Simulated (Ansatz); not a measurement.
## Ansatz (development build ahead of 0.2.0) run

```yaml
crystal:
  periodic: [false, false, false]
  atoms:
    - { symbol: C, position_ang: [-0.37832, 0.11382, -0.07162] }
    - { symbol: O, position_ang: [-0.57113, -1.00029, 0.28952] }
    - { symbol: "N", position_ang: [0.8275, 0.71443, -0.13305] }
    - { symbol: H, position_ang: [-1.19724, 0.77455, -0.39718] }
    - { symbol: H, position_ang: [0.92697, 1.65338, -0.45154] }
    - { symbol: H, position_ang: [1.64308, 0.20282, 0.13525] }
basis:
  gaussian: { orbitals: def2-SVP }
total_charge: 1
magnetization:
  spin_polarized: true
  initial_magnetization: 1
hamiltonian:
  xc: hf
correlation:
  method: mp2
  frozen_orbitals: { C: 1, H: 0, "N": 1, O: 1 }
output:
  forces: true
```

The input is written out in the form of the current development build from the run's settings.

Results

```
Converged                       : yes
Reference energy                : -168.48125 hartree
Correlation energy              : -0.42586 hartree
Total energy                    : -168.90711 hartree
Spin squared of the determinant : 0.763
Stability test                  : minimum
```

Forces (eV/Å):
```tsv
atom	Fx	Fy	Fz
C1	3.686	6.722	-1.870
O2	-1.277	-4.986	1.566
N3	-2.478	-1.962	0.373
H4	-0.780	-0.367	0.034
H5	-0.092	1.026	-0.367
H6	0.941	-0.432	0.264
```
